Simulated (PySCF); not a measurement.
Computed with PBE0-D4/def2-TZVP (PySCF 2.14.0). Gas-phase values, no solvent. 

Reference species (SMILES): `[CH2]C` (neutral, multiplicity 2).

| Property | Result |
|---|---|
| highest occupied spin orbital | -5.93 eV |

Changed species: `[SiH3][CH2]` (radical fragment; the reference has radical fragment).

### Question
What does the change do to the highest occupied spin orbital?

### Answer
the highest occupied spin orbital falls by 1.10 eV, to -7.03 eV.
